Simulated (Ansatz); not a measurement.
A made-up structure of C2H5O (charge +1), singlet:

```json
{"atom": "C1", "x (Å)": "-0.8811", "y (Å)": "0.5329", "z (Å)": "-0.8109"}
{"atom": "O2", "x (Å)": "-0.3379", "y (Å)": "-0.4912", "z (Å)": "-0.3976"}
{"atom": "C3", "x (Å)": "0.7015", "y (Å)": "-0.4755", "z (Å)": "0.6393"}
{"atom": "H4", "x (Å)": "-1.6406", "y (Å)": "0.4020", "z (Å)": "-1.5826"}
{"atom": "H5", "x (Å)": "-0.6113", "y (Å)": "1.5186", "z (Å)": "-0.4205"}
{"atom": "H6", "x (Å)": "0.3111", "y (Å)": "-1.0978", "z (Å)": "1.4420"}
{"atom": "H7", "x (Å)": "-0.4836", "y (Å)": "-1.3517", "z (Å)": "-0.8210"}
{"atom": "H8", "x (Å)": "0.8879", "y (Å)": "0.5505", "z (Å)": "0.9532"}
```

It is relaxed with PBE-D4/def2-SVP and then PBE0-D4/def2-TZVP (Ansatz 0.2.0). Atoms count as bonded within 1.22 times the sum of their covalent radii (H–H: 0.88 Å). The end point is not checked to be a true minimum.

Q: Does its bonding change? (A judgement: the text doesn't fix the answer.)

A: The calculation gives: No: no bond forms or breaks.

Where it ends: The first stage lowers the energy by 1.01 eV in 7 steps. It ends as C₂H₅O ([CH2][OH][CH2]), total charge +1:
C1  (-0.920, 0.629, -0.945)
O2  (-0.359, -0.371, -0.235)
C3  (0.503, -0.429, 0.800)
H4  (-1.582, 0.300, -1.726)
H5  (-0.638, 1.625, -0.647)
H6  (0.740, -1.427, 1.123)
H7  (-0.645, -1.260, -0.541)
H8  (0.846, 0.521, 1.173)
(Å)

Labels in which every atom is bracketed show which atoms are joined, not bond orders.

For scale, one of the runs: PBE0-D4/def2-TZVP relaxation, 123 basis functions, launched by `ansatz run in.yaml --threads 2 --pin off --events-out ev --progress --plain --max-ram 4352MiB`. Hardware: 2 CPU threads of an Arm Neoverse V1, shared host. Wall time about 12 s.
